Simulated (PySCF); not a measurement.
N2H4.
Atom-mapped SMILES: `[NH2:1][NH2:2]` (hydrogens: H3, H4 on N1; H5, H6 on N2)

Geometry (PBE0-D3(BJ)/def2-SVP, Å), atoms numbered from 1 in this order:
```
atom  x, y, z in Å
N1    -0.5697   -0.4041    0.2217
N2     0.6686    0.2535    0.1720
H3    -1.2055    0.1326    0.8069
H4    -1.0122   -0.5060   -0.6933
H5     1.4035   -0.4363    0.0375
H6     0.7398    0.9298   -0.5896
```

The closed-shell ground state was solved at several levels (PySCF, density fitting, gas phase, non-relativistic).

| level | basis functions | total energy (Eh) | HOMO (eV) | LUMO (eV) | gap (eV) | dipole (D) |
| --- | --- | --- | --- | --- | --- | --- |
| PBE0/def2-TZVP | 86 | -111.7847 | -7.10 | 1.03 | 8.13 | 2.00 |
| B3LYP/def2-SVPD | 72 | -111.7993 | -6.98 | 0.54 | 7.52 | 1.90 |
| LDA/def2-SVPD | 72 | -110.8793 | -5.76 | 0.06 | 5.82 | 1.91 |
| CAM-B3LYP/def2-SVPD | 72 | -111.7459 | -8.72 | 1.62 | 10.34 | 1.95 |
| PBE0/def2-SVP | 48 | -111.6496 | -6.73 | 1.87 | 8.60 | 2.03 |
| PBE0/6-31G* | 36 | -111.7237 | -6.73 | 2.60 | 9.33 | 2.14 |
| LC-wPBE/def2-SVPD | 72 | -111.7360 | -10.13 | 2.91 | 13.04 | 1.98 |
| HF/def2-SVPD | 72 | -111.1053 | -11.10 | 3.33 | 14.43 | 2.00 |
| PBE0/def2-SVPD | 72 | -111.6680 | -7.21 | 0.94 | 8.15 | 1.90 |
| wB97X-D/def2-SVPD | 72 | -111.7608 | -9.19 | 2.72 | 11.91 | 1.94 |
| PBE/def2-SVPD | 72 | -111.6626 | -5.66 | 0.11 | 5.77 | 1.85 |

Task: What might BHandHLYP/def2-SVPD (72 basis functions) give for the same quantities?

Result: Total energy -111.7244 Eh, HOMO -8.71 eV, LUMO 1.47 eV, gap 10.18 eV, dipole 1.95 D.

Task: Over all these levels, which gives the widest orbital gap and which the narrowest?

Result: HF/def2-SVPD (Hartree–Fock, all exact exchange) has the widest, 14.43 eV, and PBE/def2-SVPD (GGA) the narrowest, 5.77 eV. The two share the basis. From the narrowest to the widest the HOMO moves by -5.44 eV and the LUMO by +3.22 eV.

Task: How much does the basis alone move the frontier levels among the 4 PBE0 rows?

Result: The HOMO by 0.48 eV and the LUMO by 1.66 eV. By rising basis size (HOMO, LUMO in eV): 6-31G* -6.73, 2.60; def2-SVP -6.73, 1.87; def2-SVPD -7.21, 0.94; def2-TZVP -7.10, 1.03.

Task: In the def2-SVPD basis, how does the gap go with the fixed share of exact exchange?

Result: PBE (0 %) 5.77 eV; LDA (0 %) 5.82 eV; B3LYP (20 %) 7.52 eV; PBE0 (25 %) 8.15 eV; BHandHLYP (50 %) 10.18 eV; HF (100 %) 14.43 eV. Each rise in the share widens the gap here.

Task: How far do the dipole and the HOMO energy spread over the levels?

Result: The dipole runs from 1.85 to 2.14 D (mean 1.96 D) and the HOMO from -11.10 to -5.66 eV.

One conformer stands for the species.

wB97X-D is run here without its empirical dispersion term; that term would change no orbital, density or response property at a fixed geometry.
